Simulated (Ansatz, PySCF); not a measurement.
Bond stretch in SMILES CN, singlet. The C1–N5 bond (C1 also carries H, H, H; N5 carries H, H) is stretched with both fragments frozen at the PBE0/def2-TZVP optimised geometry.

UHF/cc-pVDZ (PySCF); RHF/cc-pVDZ (PySCF); UKS-r2SCAN = unrestricted r2SCAN/cc-pVDZ in PySCF; RKS-r2SCAN = restricted r2SCAN/cc-pVDZ (PySCF); UKS-TPSSh = unrestricted TPSSh/cc-pVDZ run with PySCF; RKS-TPSSh = restricted TPSSh/cc-pVDZ in PySCF; UKS-M06-2X = unrestricted M06-2X/cc-pVDZ in PySCF; RKS-M06-2X = restricted M06-2X/cc-pVDZ (PySCF); UKS-PBE = unrestricted PBE/cc-pVDZ in Ansatz (a program for electronic structure); RKS-PBE = restricted PBE/cc-pVDZ (Ansatz); UKS-B3LYP/6-31G* = unrestricted B3LYP/6-31G*, spherical d (PySCF); RKS-B3LYP/6-31G* = restricted B3LYP/6-31G*, spherical d run with PySCF; UKS-B3LYP/3-21G = unrestricted B3LYP/3-21G in PySCF; RKS-B3LYP/3-21G = restricted B3LYP/3-21G (PySCF); UKS-B3LYP/LANL2DZ = PySCF with unrestricted B3LYP/LANL2DZ; RKS-B3LYP/LANL2DZ = restricted B3LYP/LANL2DZ (PySCF); UKS-B3LYP/6-311+G** = unrestricted B3LYP/6-311+G**, spherical d (PySCF); RKS-B3LYP/6-311+G** = restricted B3LYP/6-311+G**, spherical d (PySCF).

Scanned distances (Å): 1.16, 1.23, 1.32, 1.38, 1.41, 1.45, 1.49, 1.54, 1.59, 1.70, 1.78, 1.95, 2.19, 2.40, 2.59, 2.87, 3.18, 3.55, 3.93, 4.34, 5.15.

Question: Where does the unrestricted solution first break spin symmetry (<S²> of 0.01 or more)?

Answer: UHF: between 1.78 and 1.95 Å; UKS-r2SCAN: between 2.19 and 2.40 Å; UKS-TPSSh: between 2.19 and 2.40 Å; UKS-M06-2X: between 2.19 and 2.40 Å; UKS-PBE: between 2.19 and 2.40 Å; UKS-B3LYP/6-31G*: between 2.19 and 2.40 Å; UKS-B3LYP/3-21G: between 2.19 and 2.40 Å; UKS-B3LYP/LANL2DZ: between 2.19 and 2.40 Å; UKS-B3LYP/6-311+G**: between 2.19 and 2.40 Å.

```
R / Å  <S²> UHF  E(RHF) − E(UHF) / kcal/mol  <S²> UKS-r2SCAN  E(RKS-r2SCAN) − E(UKS-r2SCAN) / kcal/mol  <S²> UKS-TPSSh  E(RKS-TPSSh) − E(UKS-TPSSh) / kcal/mol  <S²> UKS-M06-2X  E(RKS-M06-2X) − E(UKS-M06-2X) / kcal/mol  <S²> UKS-PBE  E(RKS-PBE) − E(UKS-PBE) / kcal/mol  <S²> UKS-B3LYP/6-31G*  E(RKS-B3LYP/6-31G*) − E(UKS-B3LYP/6-31G*) / kcal/mol  <S²> UKS-B3LYP/3-21G  E(RKS-B3LYP/3-21G) − E(UKS-B3LYP/3-21G) / kcal/mol  <S²> UKS-B3LYP/LANL2DZ  E(RKS-B3LYP/LANL2DZ) − E(UKS-B3LYP/LANL2DZ) / kcal/mol  <S²> UKS-B3LYP/6-311+G**  E(RKS-B3LYP/6-311+G**) − E(UKS-B3LYP/6-311+G**) / kcal/mol
-----  --------  --------------------------  ---------------  ----------------------------------------  --------------  --------------------------------------  ---------------  ----------------------------------------  ------------  ----------------------------------  ---------------------  ----------------------------------------------------  --------------------  --------------------------------------------------  ----------------------  ------------------------------------------------------  ------------------------  ----------------------------------------------------------
1.16       0.00                         0.0             0.00                                       0.0            0.00                                     0.0             0.00                                       0.0          0.00                                 0.0                   0.00                                                   0.0                  0.00                                                 0.0                    0.00                                                     0.0                      0.00                                                         0.0
1.23       0.00                         0.0             0.00                                       0.0            0.00                                     0.0             0.00                                       0.0          0.00                                 0.0                   0.00                                                   0.0                  0.00                                                 0.0                    0.00                                                     0.0                      0.00                                                         0.0
1.32       0.00                         0.0             0.00                                       0.0            0.00                                     0.0             0.00                                       0.0          0.00                                 0.0                   0.00                                                   0.0                  0.00                                                 0.0                    0.00                                                     0.0                      0.00                                                         0.0
1.38       0.00                         0.0             0.00                                       0.0            0.00                                     0.0             0.00                                       0.0          0.00                                 0.0                   0.00                                                   0.0                  0.00                                                 0.0                    0.00                                                     0.0                      0.00                                                         0.0
1.41       0.00                         0.0             0.00                                       0.0            0.00                                     0.0             0.00                                       0.0          0.00                                 0.0                   0.00                                                   0.0                  0.00                                                 0.0                    0.00                                                     0.0                      0.00                                                         0.0
1.45       0.00                         0.0             0.00                                       0.0            0.00                                     0.0             0.00                                       0.0          0.00                                 0.0                   0.00                                                   0.0                  0.00                                                 0.0                    0.00                                                     0.0                      0.00                                                         0.0
1.49       0.00                         0.0             0.00                                       0.0            0.00                                     0.0             0.00                                       0.0          0.00                                 0.0                   0.00                                                   0.0                  0.00                                                 0.0                    0.00                                                     0.0                      0.00                                                         0.0
1.54       0.00                         0.0             0.00                                       0.0            0.00                                     0.0             0.00                                       0.0          0.00                                 0.0                   0.00                                                   0.0                  0.00                                                 0.0                    0.00                                                     0.0                      0.00                                                         0.0
1.59       0.00                         0.0             0.00                                       0.0            0.00                                     0.0             0.00                                       0.0          0.00                                 0.0                   0.00                                                   0.0                  0.00                                                 0.0                    0.00                                                     0.0                      0.00                                                         0.0
1.70       0.00                         0.0             0.00                                       0.0            0.00                                     0.0             0.00                                       0.0          0.00                                 0.0                   0.00                                                   0.0                  0.00                                                 0.0                    0.00                                                     0.0                      0.00                                                         0.0
1.78       0.00                         0.0             0.00                                       0.0            0.00                                     0.0             0.00                                       0.0          0.00                                 0.0                   0.00                                                   0.0                  0.00                                                 0.0                    0.00                                                     0.0                      0.00                                                         0.0
1.95       0.11                         0.3             0.00                                       0.0            0.00                                     0.0             0.00                                       0.0          0.00                                 0.0                   0.00                                                   0.0                  0.00                                                 0.0                    0.00                                                     0.0                      0.00                                                         0.0
2.19       0.68                        15.9             0.00                                       0.0            0.00                                     0.0             0.00                                       0.0          0.00                                 0.0                   0.00                                                   0.0                  0.00                                                 0.0                    0.00                                                     0.0                      0.00                                                         0.0
2.40       0.87                        36.8             0.50                                       4.0            0.43                                     2.7             0.56                                       3.0          0.06                                 0.0                   0.40                                                   2.3                  0.39                                                 2.3                    0.33                                                     1.4                      0.33                                                         1.5
2.59       0.94                        55.2             0.72                                      11.0            0.70                                     9.2             0.80                                      13.7          0.47                                 2.5                   0.68                                                   8.7                  0.68                                                 8.8                    0.63                                                     7.1                      0.64                                                         7.1
2.87       0.99                        78.7             0.89                                      21.6            0.88                                    19.9             0.93                                      29.7          0.77                                 9.1                   0.87                                                  19.6                  0.87                                                20.1                    0.85                                                    17.4                      0.85                                                        17.0
3.18       1.00                        99.2             0.96                                      31.0            0.96                                    29.8             0.98                                      43.9          0.91                                16.2                   0.95                                                  29.8                  0.96                                                31.0                    0.94                                                    27.4                      0.94                                                        26.7
3.55       1.01                       117.9             0.99                                      38.8            0.99                                    38.3             1.00                                      55.9          0.97                                22.7                   0.99                                                  39.0                  0.99                                                41.0                    0.98                                                    36.1                      0.98                                                        35.1
3.93       1.01                       132.0             1.00                                      43.9            1.00                                    44.0             1.00                                      64.2          0.99                                27.1                   1.00                                                  45.5                  1.00                                                48.0                    1.00                                                    42.1                      1.00                                                        40.9
4.34       1.01                       142.7             1.01                                      47.2            1.01                                    47.8             1.01                                      70.5          1.00                                30.2                   1.00                                                  50.1                  1.00                                                52.6                    1.00                                                    46.4                      1.00                                                        45.1
5.15       1.02                       154.8             1.01                                      50.0            1.01                                    51.4             1.01                                      77.7          1.00                                32.9                   1.01                                                  54.6                  1.00                                                56.3                    1.00                                                    51.1                      1.01                                                        49.6
```
